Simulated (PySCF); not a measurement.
SMILES [CH]=O, doublet, PBE/def2-SVP optimised geometry.

```
3

C     -0.27    -0.48     0.00
O      0.91    -0.48     0.00
H     -0.91     0.48     0.00
```

Density from unrestricted PBE/def2-TZVP (PySCF) at that geometry.

Minimum of the electron density along straight lines between bonded atoms, close to the bond critical point (lines longer than 1.1 times the sum of covalent radii, or with two minima, are not listed):

| bond | length / Å | ρ at the minimum / e bohr⁻³ | ∇²ρ there / e bohr⁻⁵ | position (fraction from the first atom) |
|---|---|---|---|---|
| C1–O2 | 1.186 | 0.435 | 0.36 | 0.33 |
| C1–H3 | 1.150 | 0.241 | -0.75 | 0.66 |
